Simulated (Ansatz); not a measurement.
# CH6Si (singlet): wave-function methods side by side at a displaced geometry (v1), cc-pVDZ

An exercise on one series of results from a longer session: the logs are not shown, and one member is left open.

Method: cc-pVDZ, core rule «outside noble gas», up to 6 orbitals frozen; program: Ansatz 0.2.0, Gaussian basis.

The runs, in order: UHF; CCSD(T) on RHF; BCCD(T) on RHF; CISD; CCSDT(Q) on RHF; CASSCF and NEVPT2, 8 electrons in 8 orbitals.

9 further runs of the same task are left out: 1 that didn't finish, 8 set aside as unsound or not needed.

## What is computed

The geometry is a PBE0/def2-TZVP stationary point (not a proven minimum) with its atoms shifted at random (size 0.040 Å).

8 atoms, charge 0, spin multiplicity 1.

Atoms are counted from 1 here; the program's logs count them from 0.

Bond lengths: Si1–C2 1.870 Å, Si1–H3 1.514 Å, Si1–H4 1.499 Å, Si1–H5 1.587 Å, C2–H6 1.081 Å, C2–H7 1.112 Å, C2–H8 1.109 Å. Angles: C2–Si1–H3 108.9°, C2–Si1–H4 112.9°, C2–Si1–H5 112.6°, H3–Si1–H4 110.9°, H3–Si1–H5 105.3°, H4–Si1–H5 105.8°, Si1–C2–H6 109.6°, Si1–C2–H7 110.6°, Si1–C2–H8 113.3°, H6–C2–H7 112.9°, H6–C2–H8 106.3°, H7–C2–H8 104.1°.

The first run:

Input file in.yaml:

```yaml
crystal:
  periodic: [false, false, false]
  atoms:
    - {symbol: Si, position_ang: [-0.598618, 0.000798, 0.008393]}
    - {symbol: C, position_ang: [1.271749, -0.006728, -0.003957]}
    - {symbol: H, position_ang: [-1.084560, 1.433359, -0.039733]}
    - {symbol: H, position_ang: [-1.176936, -0.721772, 1.187479]}
    - {symbol: H, position_ang: [-1.220906, -0.696416, -1.274737]}
    - {symbol: H, position_ang: [1.630861, -1.026256, -0.035210]}
    - {symbol: H, position_ang: [1.670149, 0.565305, 0.862331]}
    - {symbol: H, position_ang: [1.707180, 0.503729, -0.886860]}
basis:
  gaussian: {orbitals: cc-pVDZ}
magnetization: {spin_polarized: true, initial_magnetization: 0}
hamiltonian: {xc: hf}
output: {orbitals: {seedname: orbitals}}
```

Launch:

```sh
> ansatz run in.yaml --threads 1 --pin off --events-out ev --progress --plain --max-ram 2393MiB
```

Steps of the session up to this table: UHF; CCSD(T) on RHF; BCCD(T) on RHF; CISD; CCSDT(Q) on RHF; CASSCF and NEVPT2, 8 electrons in 8 orbitals.

One table of the session follows, with a row left open; its other results are not shown here.

```
         method  from RCCSDT(Q) (meV)
            RHF               +8469.5
           RMP2               +1407.7
           CISD                +987.1
          RCCSD                +228.5
       RCCSD(T)                 +33.2
        BCCD(T)                 +32.4
         RCCSDT                     ?
      RCCSDT(Q)                     0
CASSCF frontier               +6237.6
NEVPT2 frontier               +1507.2
```

Estimate the missing values for RCCSDT.

**Answer.** from RCCSDT(Q) (meV): +9.0. In the column «from RCCSDT(Q) (meV)» it lies between RCCSDT(Q) (0) and BCCD(T) (+32.4).
